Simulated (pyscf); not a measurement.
# Substitution at Si: `[SiH3][Cl]` + `[Cl]` [doublet] → `[SiH3][Cl]` + `[Cl]` [doublet]

Gas phase, doublet surface, charge 0. Bonds broken: Si1–Cl5. Bonds formed: Si1–Cl6. PySCF, gas phase, ωB97X-D3(BJ)/def2-SVP geometries. Correlated levels are frozen-core, on RHF or UHF. ΔMP2 is the change of the MP2 total energy from the triple- to the quadruple-zeta basis.

Transition state (Å):

```xyz
6

Si    -1.3593    -0.4886     0.1487
H     -1.2367    -0.1434     1.5817
H     -0.4074    -1.5671    -0.2398
H     -2.6882    -1.0878    -0.1604
Cl    -2.2580     1.5471    -0.6370
Cl     0.2270     1.0246    -0.7244
```

One imaginary mode, 316i cm⁻¹; descent along it reached the two sides named, in the forms told below.

| bond | change | reactant side (Å) | saddle | product side |
|---|---|---|---|---|
| Si1–Cl5 | breaks | 2.093 | 2.360 | 3.3 |
| Si1–Cl6 | forms | 3.3 | 2.360 | 2.093 |

Electronic energies relative to the separated reactants (eV):

| level | barrier | reaction energy | reverse barrier |
|---|---|---|---|
| ωB97X-D3(BJ)/def2-TZVP | 0.44 | 0.00 | 0.44 |
| PBE/def2-TZVP | 0.04 | 0.00 | 0.04 |
| r²SCAN/def2-TZVP | 0.22 | 0.00 | 0.22 |
| B3LYP-D3(BJ)/def2-TZVP | 0.34 | 0.00 | 0.34 |
| PBE0-D3(BJ)/def2-TZVP | 0.29 | 0.00 | 0.29 |
| M06-2X/def2-TZVP | 0.47 | 0.00 | 0.47 |
| ωB97M-D3(BJ)/def2-TZVP | 0.51 | 0.00 | 0.51 |
| HF/def2-TZVP | 1.68 | 0.00 | 1.68 |
| MP2/def2-QZVPP | 0.57 | 0.00 | 0.57 |
| CCSD/def2-TZVPP | 0.87 | 0.00 | 0.87 |
| CCSD(T)/def2-TZVPP | 0.71 | 0.00 | 0.71 |
| CCSD(T)/def2-TZVPP + ΔMP2(QZVPP) | 0.64 | 0.00 | 0.64 |

With CCSD(T)/def2-TZVPP + ΔMP2(QZVPP) energies and thermal terms (ideal gas, 1 atm, RRHO with modes under 100 cm⁻¹ raised to 100, one conformer, R ln 2 for rigid chiral ones), in eV:

```tsv
T (K)	ΔH‡	ΔG‡	ΔH	ΔG
298	0.63	0.95	0.00	0.00
600	0.61	1.29	0.00	0.00
900	0.60	1.62	0.00	0.00
1200	0.59	1.97	0.00	0.00
```

On the reactant side the descent ends in what is likely a three-electron adduct, which functionals tend to overbind, 0.21 eV under the separated species and 0.65 eV under the saddle at ωB97X-D3(BJ)/def2-TZVP. On the product side the descent ends in what is likely a three-electron adduct, which functionals tend to overbind, 0.21 eV under the separated species and 0.65 eV under the saddle at ωB97X-D3(BJ)/def2-TZVP. Abstraction by the radical was not located in this set and often lies lower. One saddle was located; it need not be the lowest between these sides. The angle at the attacked Si is 65° (front-side attack). The CCSD(T) − MP2 part came from Ansatz, without density fitting, on the same reference. Left out: orbital degeneracy and the spin-orbit lowering of Cl.
